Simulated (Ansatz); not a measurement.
Input file:

```yaml
crystal:
  periodic: [false, false, false]
  atoms:
    - {symbol: C, position_ang: [0.000000, 0.000000, 1.813037]}
    - {symbol: Ge, position_ang: [0.000000, 0.000000, -0.097202]}
    - {symbol: O, position_ang: [0.000000, 0.000000, -1.715835]}
basis:
  gaussian: {orbitals: STO-3G}
magnetization: {spin_polarized: false, initial_magnetization: 2}
correlation: {method: qcisd_t, electrons: valence}
```

```sh
$ ansatz run in.yaml --threads 1 --pin off --events-out ev --progress --plain --max-ram 2393MiB
```

(1) How does this run end?

## Answers

(1) Refused. The input was made wrong on purpose (a method name that the input doesn't accept), so the run isn't a sound calculation of what was asked.
```
Error: YAML parse error: error: line 10 column 23: unknown variant `qcisd_t`, expected one of mp2, rpa, ccsd, ccsd_t, bccd, bccd_t, ccsdt, ccsdt_q, ccsdt_q_b, ccsdtq, fci, sc_nevpt2, fic_nevpt4_sd, fic_mrcisd_q, fic_mrcisd_q_relaxed
  --> <input>:10:23
   |
 8 |   gaussian: {orbitals: STO-3G}
 9 | magnetization: {spin_polarized: false, initial_magnetization: 2}
10 | correlation: {method: qcisd_t, electrons: valence}
   |                       ^ unknown variant `qcisd_t`, expected one of mp2, rpa, ccsd, ccsd_t, bccd, bccd_t, ccsdt, ccsdt_q, ccsdt_q_b, ccsdtq, fci, sc_nevpt2, fic_nevpt4_sd, fic_mrcisd_q, fic_mrcisd_q_relaxed
```
